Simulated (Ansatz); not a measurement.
# AlH5OSi: a ladder of functionals and wavefunction methods

An exercise on one series of results from a longer session: the logs are not shown, and one member is left open.

The runs use Ansatz 0.2.0, Gaussian basis; functionals in def2-TZVPP, the program's frozen cores in correlated methods.

The runs, in order: LDA (SPW92), PBE-D4, revPBE-D4, BLYP-D4, r2SCAN-D4, B97M-V, PBE0-D4, B3LYP-D4, r2SCANh-D4, r2SCAN0-D4, HSE06-D4, BHLYP-D4, CAM-B3LYP-D4, LC-ωPBE, ωB97X-V, ωB97M-V, B2PLYP, PBE-QIDH; CCSD(T)/def2-SVP; CCSD(T)/def2-TZVPP; MP2/def2-QZVPP; extrapolation to the limit; RPA on PBE.

1 further run of the same task is left out (it didn't finish).

### The geometry

The geometry comes from an earlier relaxation with PBE0-D4 in a triple-zeta def2 set; it is a stationary point, not always the lowest conformer.

SMILES `O[SiH2][AlH2]`, 8 atoms, charge 0, spin multiplicity 1.

Atoms are counted from 1 here; the program's logs count them from 0.

Bond lengths: O1–Si2 1.661 Å, O1–H4 0.959 Å, Si2–Al3 2.460 Å, Si2–H5 1.498 Å, Si2–H6 1.499 Å, Al3–H7 1.591 Å, Al3–H8 1.588 Å. Angles: Si2–O1–H4 117.0°, O1–Si2–Al3 109.0°, O1–Si2–H5 110.4°, O1–Si2–H6 110.5°, Al3–Si2–H5 111.2°, Al3–Si2–H6 111.1°, H5–Si2–H6 104.5°, Si2–Al3–H7 118.5°, Si2–Al3–H8 122.5°, H7–Al3–H8 119.1°.

The first run:

Contents of in.yaml:

```yaml
crystal:
  periodic: [false, false, false]
  atoms:
    - {symbol: O, position_ang: [-1.713831, 0.101176, -0.693089]}
    - {symbol: Si, position_ang: [-0.214277, 0.675447, -0.269878]}
    - {symbol: Al, position_ang: [1.101276, -1.159127, 0.706314]}
    - {symbol: H, position_ang: [-2.324006, 0.726528, -1.087368]}
    - {symbol: H, position_ang: [0.476948, 1.262937, -1.462576]}
    - {symbol: H, position_ang: [-0.343224, 1.818661, 0.690423]}
    - {symbol: H, position_ang: [2.590283, -0.856920, 1.178058]}
    - {symbol: H, position_ang: [0.519131, -2.625800, 0.882216]}
basis:
  gaussian: {orbitals: def2-TZVPP}
hamiltonian: {xc: lda}
output: {orbitals: {seedname: orbitals}}
```

Launch:

```sh
$ ansatz run in.yaml --threads 2 --pin off --events-out ev --progress --plain --max-ram 4352MiB
```

Steps of the session up to this table: LDA; PBE-D4 (GGA); revPBE-D4 (GGA); BLYP-D4 (GGA); r2SCAN-D4 (meta-GGA); B97M-V (meta-GGA); PBE0-D4 (hybrid); B3LYP-D4 (hybrid); r2SCANh-D4 (hybrid); r2SCAN0-D4 (hybrid); HSE06-D4 (hybrid); BHLYP-D4 (hybrid); CAM-B3LYP-D4 (range-separated); LC-ωPBE (range-separated); ωB97X-V (range-separated); ωB97M-V (range-separated); B2PLYP (double hybrid); PBE-QIDH (double hybrid).

One of the session's tables, all rows but one given; the rest of the session is left out.

It belongs to the step «Frontier levels by functional». 

```
  functional  HOMO (eV)  LUMO (eV)  gap (eV)
 LDA (SPW92)      -6.37      -2.99      3.38
      PBE-D4      -6.31      -2.78      3.54
   revPBE-D4      -6.28      -2.68      3.61
     BLYP-D4      -6.19      -2.65      3.54
   r2SCAN-D4          ?          ?         ?
      B97M-V      -6.64      -2.76      3.89
     PBE0-D4      -7.42      -2.01      5.40
    B3LYP-D4      -7.23      -2.20      5.03
  r2SCANh-D4      -6.96      -2.25      4.71
  r2SCAN0-D4      -7.57      -1.86      5.70
    HSE06-D4      -7.02      -2.38      4.64
    BHLYP-D4      -8.43      -1.22      7.21
CAM-B3LYP-D4      -8.69      -1.05      7.64
     LC-ωPBE      -9.99       0.03     10.02
     ωB97X-V      -9.68      -0.09      9.59
     ωB97M-V      -9.42      -0.37      9.05
```

**Question.** Estimate the row for r2SCAN-D4.

Worked estimate for «HOMO (eV)». Against the share of exact exchange, r2SCANh-D4 (0.1, -6.96), r2SCAN0-D4 (0.25, -7.57) give a slope of -4.07 per unit share; at 0 the line stands at -6.55.

**Answer.** HOMO (eV): -6.56; LUMO (eV): -2.51; gap (eV): 4.05. In «HOMO (eV)» the line misses by +0.01.
